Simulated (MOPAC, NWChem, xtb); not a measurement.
BH3O2 (SMILES OBO): the dipole moment, rung by rung

BH3O2: 6 atoms, total charge 0, spin state singlet. As SMILES, `OBO`. The coordinates come from a PBE0-D4/def2-TZVP relaxation. This is one conformer, not always the lowest.

```tsv
atom	x (Å)	y (Å)	z (Å)
O	-1.1762	-0.5245	-0.2518
B	0.0495	0.0281	-0.0729
O	0.5806	-0.0538	1.1725
H	-1.4947	-0.4335	-1.1506
H	0.6378	0.5656	-0.9761
H	1.4452	0.3541	1.2328
```

Quantity: the dipole moment, in D. The values are calculated.

```csv
level,kind,program,value (D),CPU time
AM1,semi-empirical,MOPAC,2.52,under 2 s
GFN2-xTB,semi-empirical,xtb,2.37,under 2 s
MNDO,semi-empirical,MOPAC,2.21,under 2 s
GFN1-xTB,semi-empirical,xtb,3.34,under 2 s
HF/3-21G,Hartree–Fock,NWChem,3.17,1.4 s
SVWN5/def2-TZVP,LDA,NWChem,2.21,33 s
OPBE/STO-3G,GGA,NWChem,1.43,2.2 s
B3LYP/6-31G* (Cartesian functions),global hybrid,NWChem,2.23,11 s
M06-2X/def2-TZVP,hybrid meta-GGA,NWChem,2.43,21 s
```

The values span 1.43 to 3.34 D. Sets without polarisation functions give poor dipoles. Times are those of the runs behind each value, whatever else they computed, on shared processors of several kinds: orders of magnitude only.
